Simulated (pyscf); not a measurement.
Optimised with ωB97X-D3(BJ)/def2-SVP in PySCF.

### Question
Estimate by transition-state theory the rate constant of F–B(F)–F + H₂ -> HF + F–BH–F (singlet surface; B–F, H–H broken, F–H, B–H formed) at 900 K, with ωB97M-D3(BJ)/def2-TZVP energies (ideal gas, 1 atm, RRHO with modes under 100 cm⁻¹ raised to 100, one conformer, R ln 2 for chiral ones without a mode under 150 cm⁻¹; no tunnelling).

### Answer
The electronic barrier is 49.3 kcal/mol and the thermal terms add +26.3, so ΔG‡ = 75.7 kcal/mol. With k_BT/h = 1.88e+13 s⁻¹ and RT = 1.788 kcal/mol, and a volume of 1.23e-19 cm³ per molecule at 1 atm, k = 9.8e-25 cm³ molecule⁻¹ s⁻¹. Wigner's tunnelling factor for 1255i cm⁻¹ would be 1.17. A shift of 1 kcal/mol in the barrier changes k by a factor 1.7. This is the saddle that the search found; another between the same sides may lie lower.
